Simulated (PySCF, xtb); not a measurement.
CH₃O, SMILES C=[OH+], charge +1.

Harmonic wavenumbers (cm⁻¹) from xtb with GFN2-xTB at its own minimum, in rising order: 1010, 1011, 1084, 1199, 1348, 1665, 2904, 2927, 3087.

### Question
What does PBE-D3(BJ)/def2-TZVP in PySCF 2.14.0 give at its own minimum? (The exact figures need the calculation; the answer reports its results.)

### Answer
1009, 1081, 1195, 1339, 1436, 1611, 3003, 3145, 3448. Paired by order, the mean absolute difference is 127 cm⁻¹ and the zero-point energies are 23.2 and 24.7 kcal/mol.
